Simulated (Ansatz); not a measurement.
**AlP+ (quartet): from Hartree-Fock to the top rungs at distance Al1–P2 = 2.756 Å, cc-pVDZ**

Aim: climb from Hartree-Fock through coupled cluster and multireference methods for AlP+ (quartet) at one geometry and basis, and see what each rung misses.

Method: cc-pVDZ, core rule «outside noble gas», up to 10 orbitals frozen; program: Ansatz 0.2.0, Gaussian basis.

To be run: UHF; CCSD(T) on ROHF; CCSD(T) on UHF; BCCD(T) on ROHF; CISD; CCSDT(Q) on ROHF; CCSDT(Q) on UHF; CASSCF and MRCISD+Q, 5 electrons in 5 orbitals; CASSCF and NEVPT2, 5 electrons in 5 orbitals; CASSCF and MRCISD+Q, 7 electrons in 8 orbitals; CASSCF and NEVPT4(SD), 7 electrons in 8 orbitals; CASSCF and NEVPT2, 7 electrons in 8 orbitals; Full CI.

25 further runs of the same task are left out: 6 for a known fault of the program, 12 that didn't finish, 7 set aside as unsound or not needed.

## Step 1: What is computed

The geometry derives from a PBE0/def2-TZVP stationary point (not a proven minimum). One bond is set to the value named and the two fragments are kept rigid.

2 atoms, charge 1, spin multiplicity 4.

Atoms are counted from 1 here; the program's logs count them from 0.

Bond lengths: Al1–P2 2.756 Å.

## Step 2: UHF

in.yaml reads:

```yaml
crystal:
  periodic: [false, false, false]
  atoms:
    - {symbol: Al, position_ang: [0.000000, 0.000000, 0.000000]}
    - {symbol: P, position_ang: [0.000000, 0.000000, 2.756000]}
basis:
  gaussian: {orbitals: cc-pVDZ}
total_charge: 1
magnetization: {spin_polarized: true, initial_magnetization: 3}
hamiltonian: {xc: hf}
output: {orbitals: {seedname: orbitals}}
```

On the command line:

```sh
$ ansatz run in.yaml --threads 1 --pin off --events-out ev --progress --plain --max-ram 2393MiB
```

Further steps of the session: CCSD(T) on ROHF; CCSD(T) on UHF; BCCD(T) on ROHF; CISD; CCSDT(Q) on ROHF; CCSDT(Q) on UHF; CASSCF and MRCISD+Q, 5 electrons in 5 orbitals; CASSCF and NEVPT2, 5 electrons in 5 orbitals; CASSCF and MRCISD+Q, 7 electrons in 8 orbitals; CASSCF and NEVPT4(SD), 7 electrons in 8 orbitals; CASSCF and NEVPT2, 7 electrons in 8 orbitals; Full CI.

Before running them: what should the planned runs give, taken together? Wanted: FCI from the RHF energy; RMP2 from FCI; UMP2 from FCI; RCCSD from FCI; RCCSD(T) from FCI; UCCSD(T) from FCI; RCCSDT(Q) from FCI; UCCSDT(Q) from FCI; NEVPT2 pair from FCI.

**Answer**, as computed:

```
                         quantity                                                                                                                   value
          FCI from the ROHF energy                                                                                                              -3.6183 eV
                    RMP2 from FCI                                                                                                              +952.6 meV
                    UMP2 from FCI                                                                                                              +945.7 meV
                   RCCSD from FCI                                                                                                              +105.0 meV
                RCCSD(T) from FCI                                                                                                               +27.8 meV
                UCCSD(T) from FCI                                                                                                               +27.5 meV
               RCCSDT(Q) from FCI                                                                                                                +0.9 meV
               UCCSDT(Q) from FCI                                                                                                                +0.5 meV
             NEVPT2 pair from FCI                                                                                                              +924.5 meV
           MRCISD+Q pair from FCI                                                                                                                +9.6 meV
          NEVPT2 valence from FCI                                                                                                              +556.0 meV
levels within 1 kcal/mol (43 meV)  RCCSD(T), UCCSD(T), BCCD(T), RCCSDT, UCCSDT, RCCSDT(Q), UCCSDT(Q), MRCISD+Q pair, NEVPT4(SD) valence, MRCISD+Q valence
                    T1 diagnostic                                                                                                                   0.030
   effectively unpaired electrons                                                                                                                    3.08
```

In words: RCCSD(T) lands +27.8 meV from the yardstick (0.8 % of the correlation energy). MRCISD+Q valence falls below full CI: the +Q correction isn't variational, and the cores differ from full CI's. One determinant dominates. Of the multireference levels listed MRCISD+Q pair comes nearest in total energy (+9.6 meV), which doesn't show that its space is the better one. These misses are within one basis, not against nature; the frozen cores of restricted and unrestricted runs differ, which can shift their rows.

Levels on UHF freeze UHF's core orbitals, full CI those of ROHF, so the U rows can settle a little off it for that reason alone.

With open shells the CI space here admits some triples and quadruples, so it is larger than plain CISD.
